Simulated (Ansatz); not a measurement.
Born–Oppenheimer molecular dynamics of CH$_{4}$BF (7 atoms, charge 0, multiplicity 1). It starts from a relaxed structure.

These are results of RKS B3LYP/def2-SVP in Ansatz, not measurements.

- ensemble: NVT, Nosé–Hoover chain
- time step: 1 fs
- steps asked: 100
- set temperature: 500 K
- thermostat: time constant 100 fs, chain length 5
- seed: 200740

First frame:

```xyz
7
Properties=species:S:1:pos:R:3
B -0.023 0.001 -0.009
H 0.020 -0.010 1.202
F 1.150 0.005 -0.633
C -1.358 0.004 -0.818
H -1.941 -0.900 -0.562
H -1.987 0.855 -0.498
H -1.223 0.045 -1.909
```

**Question.** How far do the bonds stretch over the last three quarters of this one trajectory? (Pairs bonded in most of those frames.)

**Answer.** 
```json
{"bond": "B1–H2", "mean (Å)": "1.219", "spread (Å)": "0.050", "shortest": "1.14", "longest": "1.30"}
{"bond": "B1–F3", "mean (Å)": "1.331", "spread (Å)": "0.013", "shortest": "1.31", "longest": "1.36"}
{"bond": "B1–C4", "mean (Å)": "1.579", "spread (Å)": "0.065", "shortest": "1.46", "longest": "1.70"}
{"bond": "C4–H5", "mean (Å)": "1.101", "spread (Å)": "0.008", "shortest": "1.08", "longest": "1.12"}
{"bond": "C4–H6", "mean (Å)": "1.109", "spread (Å)": "0.010", "shortest": "1.09", "longest": "1.13"}
{"bond": "C4–H7", "mean (Å)": "1.106", "spread (Å)": "0.025", "shortest": "1.07", "longest": "1.14"}
```

Mean temperature of the second half: 287 K. The conserved energy stayed within 1.1 meV per atom of its start (net change 0.78 meV per atom), so the integration is sound. The mean temperature of the second half is 43 % below the set value. A run of 0.1 ps of so small a system gives no equilibrium averages.

Run time: 4.4 min on 1 thread of Intel(R) Xeon(R) Platinum 8259CL CPU @ 2.50GHz (Skylake/Cascade Lake), on a shared host, peak memory 0.13 GiB.
